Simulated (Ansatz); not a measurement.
System: CsCl-type TlBr. Method: PBE+SOC (plane waves, PAW; Ansatz, a quantum-chemistry and plane-wave program).

Numerical settings: plane-wave cutoff 520 eV, 8×8×8 k mesh, Fermi–Dirac smearing 0.01 eV, PAW data made under PBE.

Response to compression and expansion:

```json
[
 {"V (Å³/atom)": "31.036", "P (GPa)": "1.45", "direct gap at Γ (eV)": "6.935", "smallest gap on the k mesh (eV)": "1.177"},
 {"V (Å³/atom)": "31.697", "P (GPa)": "0.91", "direct gap at Γ (eV)": "6.785", "smallest gap on the k mesh (eV)": "1.268"},
 {"V (Å³/atom)": "32.357", "P (GPa)": "0.43", "direct gap at Γ (eV)": "6.642", "smallest gap on the k mesh (eV)": "1.352"},
 {"V (Å³/atom)": "33.017", "P (GPa)": "0.00", "direct gap at Γ (eV)": "6.503", "smallest gap on the k mesh (eV)": "1.430"},
 {"V (Å³/atom)": "33.678", "P (GPa)": "-0.38", "direct gap at Γ (eV)": "6.370", "smallest gap on the k mesh (eV)": "1.501"},
 {"V (Å³/atom)": "34.338", "P (GPa)": "-0.71", "direct gap at Γ (eV)": "6.241", "smallest gap on the k mesh (eV)": "1.566"},
 {"V (Å³/atom)": "34.998", "P (GPa)": "-1.01", "direct gap at Γ (eV)": "6.116", "smallest gap on the k mesh (eV)": "1.626"}
]
```

The fundamental gap (1.43 eV at the equilibrium volume, with added k points) lies elsewhere than Γ–Γ.
